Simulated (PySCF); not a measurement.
Bonds broken one at a time in the series Si F-H. Gas-phase values, no solvent. Strings in code marks are SMILES.

These are PBE-D3(BJ)/def2-TZVP // B3LYP-D3(BJ)/def2-TZVP (PySCF) values and carry that method's errors. 

```csv
species,dipole moment (D)
whole molecule (`F[Si](F)(F)F`),0.00
radical fragment (`F[Si](F)F`),1.03
whole molecule (`F[SiH](F)F`),1.23
radical fragment (`F[SiH]F`),1.27
whole molecule (`F[SiH2]F`),[?]
radical fragment (`F[SiH2]`),[?]
radical fragment (`[SiH3]`),0.03
whole molecule (`[SiH4]`),0.00
```

**Question.** Fill in the missing entries.

**Answer.** 
- whole molecule (`F[SiH2]F`), dipole moment (D): 1.38
- radical fragment (`F[SiH2]`), dipole moment (D): 1.13
